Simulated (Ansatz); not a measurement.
Results of r²SCAN (plane waves, PAW; Ansatz, an electronic-structure program) for rutile SnO2.

Total energies, extrapolated to zero smearing (they compare only within this program, potentials and cutoff; free atoms with spin allowed, lowest state found):

```csv
system,energy (eV/atom)
"rutile SnO2, relaxed",-2392.0725
free Sn atom,-6035.3798
free O atom,-563.1440
```

Problem. Work out the cohesive energy per atom.

Solution. E_coh = [1 × (-6035.3798) + 2 × (-563.1440)]/3 − (-2392.0725) = 4.85 eV/atom. The reference value is 4.72 eV/atom (derived here from tabulated measurements, 0 K, copied from a table, unchecked, atomisation enthalpy taken to 0 K with CODATA's H(298.15)-H(0) of solid and atoms; inputs from Wang et al. (2021), doi:10.1038/s41598-021-94550-5), not set against a level without spin–orbit coupling.

Spin–orbit coupling is left out; its size isn't shown.

The PAW data were made under PBE.
